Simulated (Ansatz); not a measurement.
# C2H2O2 (SMILES O=C1CO1): one structure at several levels

An exercise on one series of results from a longer session: the logs are not shown, and one member is left open.

Method: single points in def2-TZVPP; program: Ansatz 0.2.0, Gaussian basis.

Cores are frozen in the correlated methods.

### Where the work starts

SMILES `O=C1CO1`, 6 atoms, charge 0, spin multiplicity 1.

Atoms are counted from 1 here; the program's logs count them from 0.

Bond lengths: O1–C2 1.070 Å, C2–C3 1.693 Å, C2–O4 1.277 Å, C3–O4 1.558 Å, C3–H5 1.221 Å, C3–H6 0.869 Å. Angles: O1–C2–C3 146.3°, O1–C2–O4 152.2°, C3–C2–O4 61.4°, C2–C3–O4 46.0°, C2–C3–H5 103.7°, C2–C3–H6 111.9°, O4–C3–H5 99.3°, O4–C3–H6 111.6°, H5–C3–H6 143.3°, C2–O4–C3 72.6°.

Coordinates:

| atom | x (Å) | y (Å) | z (Å) |
| --- | --- | --- | --- |
| O1 | -0.68130 | -1.63140 | 0.77430 |
| C2 | -0.48400 | -0.77690 | 0.16120 |
| C3 | 0.28680 | 0.72650 | 0.04520 |
| O4 | -0.56360 | -0.13250 | -0.93800 |
| H5 | 1.40320 | 0.44930 | -0.36470 |
| H6 | -0.18470 | 1.36080 | 0.40590 |

Set-up of the first run:

run/in.yaml

```yaml
crystal:
  periodic: [false, false, false]
  atoms:
    - {symbol: O, position_ang: [-0.681300, -1.631400, 0.774300]}
    - {symbol: C, position_ang: [-0.484000, -0.776900, 0.161200]}
    - {symbol: C, position_ang: [0.286800, 0.726500, 0.045200]}
    - {symbol: O, position_ang: [-0.563600, -0.132500, -0.938000]}
    - {symbol: H, position_ang: [1.403200, 0.449300, -0.364700]}
    - {symbol: H, position_ang: [-0.184700, 1.360800, 0.405900]}
basis:
  gaussian: {orbitals: def2-TZVPP}
correlation: {method: ccsd_t}
output: {forces: true}
```

The command line of these runs was not kept.

Steps of the session up to this table: CCSD(T)/def2-TZVPP; PBE0-D4/def2-TZVPP; wB97M-V/def2-TZVPP; r2SCAN-D4/def2-TZVPP; PBE-D4/def2-TZVPP; r2SCAN0-D4/def2-TZVPP; LC-wPBE/def2-TZVPP.

One of the session's tables, all rows but one given; the rest of the session is left out.

| method | RMS force component (eV/Å) | angle to CCSD(T) forces (°) | dipole (D) |
| --- | --- | --- | --- |
| CCSD(T) | 7.899 | reference | 1.55 |
| PBE0-D4 | 7.812 | 2.4 | 1.53 |
| wB97M-V | 7.740 | 1.8 | 1.53 |
| r2SCAN-D4 | 7.799 | 1.1 | 1.47 |
| PBE-D4 | 7.930 | 1.3 | 1.41 |
| r2SCAN0-D4 | ? | ? | ? |
| LC-wPBE | 7.889 | 3.1 | 1.58 |

Estimate the missing values for r2SCAN0-D4.

The run gave: RMS force component (eV/Å): 7.722; angle to CCSD(T) forces (°): 3.5; dipole (D): 1.56. In the column «RMS force component (eV/Å)» it is the lowest.
